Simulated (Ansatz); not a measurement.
# Molecular dynamics of H$_{4}$O$_{2}$Si

Input file:

```yaml
crystal:
  periodic: [false, false, false]
  atoms:
    - { symbol: Si, position_ang: [-0.061298, -0.100654, 0.180659] }
    - { symbol: H, position_ang: [-0.014328, 0.028406, 1.652712] }
    - { symbol: O, position_ang: [1.516589, -0.137755, -0.333669] }
    - { symbol: H, position_ang: [1.695822, -0.503519, -1.203618] }
    - { symbol: O, position_ang: [-0.913996, 1.217612, -0.356397] }
    - { symbol: H, position_ang: [-1.219751, 1.216319, -1.267116] }
    - { symbol: H, position_ang: [-0.746338, -1.352908, -0.27547] }
basis:
  gaussian: { orbitals: def2-SVP }
hamiltonian:
  xc: pbe0
  dispersion: d4
md:
  timestep: 0.25
  n_steps: 150
  ensemble: nve
  temperature: 1000.0
  initial_velocities: maxwell_boltzmann
  seed: 230814
```

Launched with:

```bash
$ ansatz run input.yaml --threads 1 --pin off --max-ram 2048MiB --backend cpu --events-out ev --progress --plain --runs-dir out
```

It starts from a relaxed structure.

Output, in part (one step line in 6, the closing report, with atoms numbered from 0):

```
md step     0: t =     0.00 fs  T =  1000.0 K  F+E_penalty+E_count = -12025.47660024 eV  E_kin = 0.646300 eV  conserved = -12024.83030025 eV  (21 SCF iters)
md step     6: t =     1.50 fs  T =   769.9 K  F+E_penalty+E_count = -12025.32700215 eV  E_kin = 0.497576 eV  conserved = -12024.82942572 eV  (23 SCF iters)
md step    12: t =     3.00 fs  T =   563.7 K  F+E_penalty+E_count = -12025.19352898 eV  E_kin = 0.364311 eV  conserved = -12024.82921791 eV  (24 SCF iters)
md step    18: t =     4.50 fs  T =   551.7 K  F+E_penalty+E_count = -12025.18644564 eV  E_kin = 0.356584 eV  conserved = -12024.82986123 eV  (24 SCF iters)
md step    24: t =     6.00 fs  T =   386.8 K  F+E_penalty+E_count = -12025.07914617 eV  E_kin = 0.249979 eV  conserved = -12024.82916705 eV  (23 SCF iters)
md step    30: t =     7.50 fs  T =   467.1 K  F+E_penalty+E_count = -12025.13156347 eV  E_kin = 0.301909 eV  conserved = -12024.82965474 eV  (23 SCF iters)
md step    36: t =     9.00 fs  T =   504.1 K  F+E_penalty+E_count = -12025.15586991 eV  E_kin = 0.325808 eV  conserved = -12024.83006147 eV  (23 SCF iters)
md step    42: t =    10.50 fs  T =   202.3 K  F+E_penalty+E_count = -12024.95990243 eV  E_kin = 0.130771 eV  conserved = -12024.82913158 eV  (23 SCF iters)
md step    48: t =    12.00 fs  T =   196.1 K  F+E_penalty+E_count = -12024.95593811 eV  E_kin = 0.126745 eV  conserved = -12024.82919266 eV  (23 SCF iters)
md step    54: t =    13.50 fs  T =   445.1 K  F+E_penalty+E_count = -12025.11767870 eV  E_kin = 0.287688 eV  conserved = -12024.82999066 eV  (23 SCF iters)
md step    60: t =    15.00 fs  T =   501.9 K  F+E_penalty+E_count = -12025.15362658 eV  E_kin = 0.324348 eV  conserved = -12024.82927891 eV  (22 SCF iters)
md step    66: t =    16.50 fs  T =   661.0 K  F+E_penalty+E_count = -12025.25724222 eV  E_kin = 0.427208 eV  conserved = -12024.83003397 eV  (21 SCF iters)
md step    72: t =    18.00 fs  T =   547.3 K  F+E_penalty+E_count = -12025.18328332 eV  E_kin = 0.353705 eV  conserved = -12024.82957863 eV  (23 SCF iters)
md step    78: t =    19.50 fs  T =   393.0 K  F+E_penalty+E_count = -12025.08302628 eV  E_kin = 0.254020 eV  conserved = -12024.82900611 eV  (22 SCF iters)
md step    84: t =    21.00 fs  T =   596.1 K  F+E_penalty+E_count = -12025.21498489 eV  E_kin = 0.385277 eV  conserved = -12024.82970839 eV  (23 SCF iters)
md step    90: t =    22.50 fs  T =   687.5 K  F+E_penalty+E_count = -12025.27419687 eV  E_kin = 0.444355 eV  conserved = -12024.82984172 eV  (23 SCF iters)
md step    96: t =    24.00 fs  T =   631.9 K  F+E_penalty+E_count = -12025.23776440 eV  E_kin = 0.408407 eV  conserved = -12024.82935776 eV  (22 SCF iters)
md step   102: t =    25.50 fs  T =   640.3 K  F+E_penalty+E_count = -12025.24394963 eV  E_kin = 0.413832 eV  conserved = -12024.83011805 eV  (23 SCF iters)
md step   108: t =    27.00 fs  T =   349.4 K  F+E_penalty+E_count = -12025.05492200 eV  E_kin = 0.225846 eV  conserved = -12024.82907552 eV  (23 SCF iters)
md step   114: t =    28.50 fs  T =   375.5 K  F+E_penalty+E_count = -12025.07193555 eV  E_kin = 0.242714 eV  conserved = -12024.82922118 eV  (23 SCF iters)
md step   120: t =    30.00 fs  T =   619.7 K  F+E_penalty+E_count = -12025.23073931 eV  E_kin = 0.400509 eV  conserved = -12024.83022984 eV  (22 SCF iters)
md step   126: t =    31.50 fs  T =   464.5 K  F+E_penalty+E_count = -12025.12943817 eV  E_kin = 0.300177 eV  conserved = -12024.82926098 eV  (23 SCF iters)
md step   132: t =    33.00 fs  T =   440.4 K  F+E_penalty+E_count = -12025.11428707 eV  E_kin = 0.284656 eV  conserved = -12024.82963121 eV  (22 SCF iters)
md step   138: t =    34.50 fs  T =   420.8 K  F+E_penalty+E_count = -12025.10162106 eV  E_kin = 0.271961 eV  conserved = -12024.82966000 eV  (22 SCF iters)
md step   144: t =    36.00 fs  T =   339.1 K  F+E_penalty+E_count = -12025.04817337 eV  E_kin = 0.219132 eV  conserved = -12024.82904093 eV  (24 SCF iters)
md step   150: t =    37.50 fs  T =   589.2 K  F+E_penalty+E_count = -12025.21045143 eV  E_kin = 0.380807 eV  conserved = -12024.82964468 eV  (22 SCF iters)
Total energy: -12025.21047307 eV, -441.9183339049 hartree
Atom 0 at    -0.063771    -0.100860     0.214812 Å, force    -0.710116    -1.994044    -1.078436 eV/Å
Atom 1 at    -0.132991    -0.183249     1.712646 Å, force    -0.002612     0.205929    -0.383835 eV/Å
Atom 2 at     1.469261    -0.070056    -0.402972 Å, force     0.878947    -1.036955    -0.304371 eV/Å
Atom 3 at     1.790596    -0.916603    -0.793491 Å, force    -0.404167     1.079511     0.522950 eV/Å
Atom 4 at    -0.881871     1.182952    -0.355301 Å, force    -0.361699     1.381268    -1.497953 eV/Å
Atom 5 at    -0.849538     1.277611    -1.348593 Å, force    -0.058693    -0.162412     1.767557 eV/Å
Atom 6 at    -0.782452    -1.308111    -0.533054 Å, force     0.658340     0.526702     0.974087 eV/Å
Dipole moment:     0.117496    -0.278587    -0.263703 e Å
```

The run went to its last step. The conserved energy stayed within 0.2 meV per atom of its start (net change 0.094 meV per atom), so the integration is sound. A run of 0.037 ps of so small a system gives no equilibrium averages.

The same pairs are bonded in the first frame and the last. Pairs count as bonded within 1.25 times the sum of covalent radii (0.12 Å more for H–H).

Last frame:

```xyz
7
Properties=species:S:1:pos:R:3
Si -0.064 -0.101 0.215
H -0.133 -0.183 1.713
O 1.469 -0.070 -0.403
H 1.791 -0.917 -0.793
O -0.882 1.183 -0.355
H -0.850 1.278 -1.349
H -0.782 -1.308 -0.533
```

Run time: 3.5 min on 1 thread of Arm Neoverse V2, with other jobs on the host, peak memory 0.11 GiB.
